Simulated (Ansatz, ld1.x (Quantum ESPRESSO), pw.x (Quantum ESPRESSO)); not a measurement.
# What a changed setting does to a pw.x run (diamond Ta)

Potential: norm-conserving Troullier–Martins (Kleinman–Bylander form), ld1.x (Quantum ESPRESSO) 7.5, LDA (PW92); core [Xe] 4f14, reference 5d3 6s2 6p0; waves: 6p (bound, empty): rc 3.00 bohr; 5d (bound): rc 1.90 bohr; 6s (bound): rc 2.60 bohr; local part: the s channel; core correction: none.

The reference run (k-mesh 8³, cutoffs 45/180 Ry, Fermi–Dirac 0.01 Ry, mixing_beta 0.4, conv_thr 1e-9, no spin) gives -0.59 GPa at 26.138 Å³/atom, where all-electron LAPW gives -0.04 GPa. This run, with its own iteration cap, changes smearing to gauss.

```
&control
  calculation='scf', prefix='x', pseudo_dir='./', outdir='./tmp', tstress=.true., disk_io='none'
/
&system
  ibrav=0, nat=2, ntyp=1, ecutwfc=45, ecutrho=180, nbnd=12,
  occupations='smearing', smearing='gauss', degauss=0.01
/
&electrons
  conv_thr=1e-09, mixing_beta=0.4, electron_maxstep=50
/
ATOMIC_SPECIES
Ta 1.0 Ta.UPF
CELL_PARAMETERS angstrom
  0.00000000 2.96772816 2.96772816
  2.96772816 0.00000000 2.96772816
  2.96772816 2.96772816 0.00000000
ATOMIC_POSITIONS crystal
Ta 0.0000 0.0000 0.0000
Ta 0.2500 0.2500 0.2500
K_POINTS automatic
8 8 8 0 0 0
```

```bash
pw.x < Ta.scf.in > Ta.scf.out
```

Problem. How does the run end?

Solution. It converges in 10 iterations; the free energy moves by +46.6 meV/atom and the pressure by -0.04 GPa. Gaussian smearing of the same width is narrower in effect than Fermi–Dirac, so its quadratic term in F is smaller.

```
Message from routine setup:
     using ibrav=0 with symmetry is DISCOURAGED, use correct ibrav instead
     lattice parameter (alat)  =       7.9312  a.u.
     unit-cell volume          =     352.7759 (a.u.)^3
     number of electrons       =        10.00
     number of Kohn-Sham states=           12
     kinetic-energy cutoff     =      45.0000  Ry
     charge density cutoff     =     180.0000  Ry
     scf convergence threshold =      1.0E-09
     Exchange-correlation= PW
     number of k points=    29  Gaussian smearing, width (Ry)=  0.0100
     iteration #  1     ecut=    45.00 Ry     beta= 0.40
     total energy              =     -20.07652317 Ry
     estimated scf accuracy    <       0.05452976 Ry
     iteration #  2     ecut=    45.00 Ry     beta= 0.40
     total energy              =     -20.07816084 Ry
     estimated scf accuracy    <       0.00794166 Ry
     iteration #  3     ecut=    45.00 Ry     beta= 0.40
     total energy              =     -20.07913277 Ry
     estimated scf accuracy    <       0.00069176 Ry
     [... 4 iterations left out ...]
     iteration #  8     ecut=    45.00 Ry     beta= 0.40
     total energy              =     -20.07927776 Ry
     estimated scf accuracy    <       0.00000039 Ry
     iteration #  9     ecut=    45.00 Ry     beta= 0.40
     total energy              =     -20.07927785 Ry
     estimated scf accuracy    <          5.1E-09 Ry
     iteration # 10     ecut=    45.00 Ry     beta= 0.40
     the Fermi energy is     6.4705 ev
!    total energy              =     -20.07927785 Ry
     estimated scf accuracy    <          2.6E-10 Ry
     smearing contrib. (-TS)   =      -0.00234419 Ry
     The total energy is F=E-TS. E is the sum of the following terms:
     one-electron contribution =       8.26069605 Ry
     hartree contribution      =       1.54644673 Ry
     xc contribution           =      -5.87100469 Ry
     ewald contribution        =     -24.01307174 Ry
     convergence has been achieved in  10 iterations
          total   stress  (Ry/bohr**3)                   (kbar)     P=       -6.25
     Message from routine punch:
     Nothing written, as per user request (disk_io='none')
```

The run took about 8.3 s on one core of a shared host (Neoverse-V2, 96 threads, 377 GiB, load 10).
